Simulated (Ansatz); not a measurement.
System: HF (charge +1, doublet). 
Geometry from a B3LYP-D3(BJ)/def2-TZVP (Ansatz, an electronic-structure program) optimisation:
```xyz
2

F      0.0000     0.0000    -0.1016
H      0.0000     0.0000     0.9148
```
Charge +1, spin multiplicity 2.

Basis-set convergence of Hartree-Fock and CCSD correlation energies (hartree) with Ansatz. Correlated levels leave the core frozen unless marked. UHF or UKS for open shells. Spin-orbit coupling is left out. Non-relativistic.

```tsv
basis	functions	E(HF)	E(corr, CCSD)
cc-pVDZ	19	-99.50257	-0.16298
cc-pVTZ	44	-99.53598	-0.21726
cc-pVQZ	85	-99.54443	-0.23565
cc-pV5Z	146	-99.54676	-0.24239
```

Extrapolating the two largest sets (X = 4 and 5) as X^-3: E(corr) = (125·(-0.24239) - 64·(-0.23565))/61 = -0.2495 Eh, an estimate of the basis-set limit. The largest set recovers 97.2 % of it, the smallest 65.3 %.
